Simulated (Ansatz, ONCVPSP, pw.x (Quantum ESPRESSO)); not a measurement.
# lithium (fcc): variants of one ONCV potential in the solid

```
Element                 : lithium
Generator               : ONCVPSP 4.0.1
Type                    : optimised norm-conserving Vanderbilt (ONCV)
Functional              : PBEsol
Relativity              : scalar-relativistic
Frozen core             : [He]
Valence charge          : 1
Reference configuration : 2s1
Partial waves           : 2s: rc 3.30 bohr, ncon 4, nbas 7, qcut 1.9 1/bohr, 1 projector; p scattering state at 0.14 Ha: rc 2.60 bohr, ncon 4, nbas 7, qcut 2.9 1/bohr, 2 projectors, debl 2.7 Ha
Local potential         : polynomial inside 1.70 bohr (lpopt 4, dvloc0 0 Ha)
Core correction         : polynomial model core, fcfact 0.2
```

Crystal test: fcc Li in pw.x 7.5, no spin, 13³ k-points, Fermi–Dirac smearing 0.01 Ry, cutoffs set for each file from its atomic test. The reference is all-electron LAPW (Ansatz 0.2.0) with the same functional, mesh and smearing; V0 and B0 come from Birch–Murnaghan fits to the pressures at five volumes. Errors are pseudo minus all-electron; Δ is the rms difference of the E(V) curves that follow from these fits, minima aligned, over ±6 % about the mean V0. Mesh and smearing are coarse, so the numbers serve the comparison and aren't converged zero-temperature values; the lattice is a test structure that the element need not adopt.

All-electron: a0 = 4.327 Å (V0 = 20.25 Å³/atom), B0 = 13.5 GPa.

Base: The largest radius (3.30 bohr) exceeds half the bond length (2.89 bohr), so the spheres overlap, which is one possible source of error among others. This is a poor potential for the solid.

A dash in a converged row means that the minimum lies outside the volumes sampled.

| change | cutoffs (Ry) | pw.x | a0 (Å) | a0 error (%) | B0 error (%) | Δ (meV/atom) | mean pressure error (GPa) |
| --- | --- | --- | --- | --- | --- | --- | --- |
| base | 50/200 | converged | 4.261 | -1.52 | +4.0 | 2.7 | -0.60 |
| p: rc 1.96 | 50/200 | converged | 4.276 | -1.19 | +3.8 | 2.1 | -0.47 |
| p: rc 2.36 | 50/200 | converged | 4.266 | -1.42 | +4.2 | 2.6 | -0.56 |
| p: rc 3.24 | 50/200 | converged; energies reset by the program | – | – | – | – | -0.63 |
| p: rc 3.6 | 50/200 | converged; energies reset by the program | – | – | – | – | +4.57 |

Give the row for: p: rc 2.86.

pw.x: converged; energies reset by the program; mean pressure error (GPa): -0.63.
